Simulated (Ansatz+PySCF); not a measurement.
A calculation with Ansatz (development build ahead of 0.2.0).

```yaml
crystal:
  periodic: [false, false, false]
  atoms:
    - { symbol: C, position_ang: [1.39463, 0.0096, -0.00154] }
    - { symbol: C, position_ang: [0.78075, 1.22699, 0.00019] }
    - { symbol: C, position_ang: [-0.63449, 1.21123, 0.00922] }
    - { symbol: C, position_ang: [-1.32365, 0.00445, -0.00884] }
    - { symbol: C, position_ang: [-0.62822, -1.21445, -0.00948] }
    - { symbol: C, position_ang: [0.76659, -1.21809, -0.0045] }
    - { symbol: H, position_ang: [1.3225, 2.1771, -0.00139] }
    - { symbol: H, position_ang: [-1.17674, 2.14974, 0.0029] }
    - { symbol: H, position_ang: [-2.42298, 0.00011, -0.00578] }
    - { symbol: H, position_ang: [-1.17345, -2.15762, 0.00566] }
    - { symbol: H, position_ang: [1.33279, -2.16404, -0.00641] }
basis:
  gaussian: { orbitals: def2-SVP }
magnetization:
  spin_polarized: true
  initial_magnetization: 1
hamiltonian:
  xc: hf
```

The input is written out in the form of the current development build from the run's settings.

Results

```yaml
Converged: yes
Total_energy: -229.89399 hartree
Spin_squared_of_the_determinant: 1.374
```

Caution: the unrestricted determinant is spin contaminated.
